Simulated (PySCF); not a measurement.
# Which basis set comes closest?

Molecule: cyclopentane (C1CCCC1, C$_{5}$H$_{10}$).

Bonds (- single, = double, # triple, : aromatic): C1-C2 1.530 Å, C2-C3 1.545 Å, C3-C4 1.545 Å, C4-C5 1.530 Å, C5-C1 1.526 Å. C1 carries H6, H7; C2 carries H8, H9; C3 carries H10, H11; C4 carries H12, H13; C5 carries H14, H15.

Geometry PBE0-D3(BJ)/def2-SVP throughout; GIAO in PySCF 2.14.0 with density-fitted response routines, gas phase, one conformer, non-relativistic; equivalent atoms averaged; functional PBE0.

Reference values (measured; solution, not stated in the table (CDCl3 in this author's series); The use of chemical shift calculations in the conformational analysis of substituted benzenes, New J. Chem. 2019 (ESI)): δ(H6/H7/H8/H9/H10/H11/H12/H13/H14/H15) = 1.51 ppm. Computed shifts are taken against TMS, calculated as an isolated molecule at each level.

**Question.** How do the basis sets STO-3G, 6-31G, pcSseg-0, 6-31G*, def2-SVP, cc-pVDZ, pcSseg-1, 6-311+G(2d,p), aug-cc-pVDZ, def2-TZVP, IGLO-III, cc-pVTZ, pcSseg-2 perform against the reference? Times are CPU seconds on shared hosts with different chips, so compare them loosely.

**Answer.** 
```
    basis set  functions  H6/H7/H8/H9/H10/H11/H12/H13/H14/H15  abs. error H  core-s
       STO-3G         35                                 1.12          0.39     1.8
        6-31G         65                                 1.64          0.13     3.5
     pcSseg-0         65                                 1.39          0.12     4.9
       6-31G*         90                                 1.57          0.06     4.8
     def2-SVP        120                                 1.33          0.18     6.6
      cc-pVDZ        120                                 1.44          0.07      10
     pcSseg-1        135                                 1.45          0.06     7.3
6-311+G(2d,p)        195                                 1.52          0.01      14
  aug-cc-pVDZ        205                                 1.59          0.08      34
    def2-TZVP        215                                 1.54          0.03      18
     IGLO-III        275                                 1.55          0.04      54
      cc-pVTZ        290                                 1.54          0.03      41
     pcSseg-2        320                                 1.56          0.05      80
```

For ¹H the closest is 6-311+G(2d,p) (0.01 ppm, with def2-TZVP, cc-pVTZ practically level) and the furthest STO-3G (0.39 ppm). Where a smaller basis beats a larger one, errors probably cancel; the largest sets show where the functional converges. One molecule is a small sample, and vibrational and solvent effects are absent from the calculation.

A small basis that lands close on one nucleus may do so by chance; judge by the trend and by all nuclei.
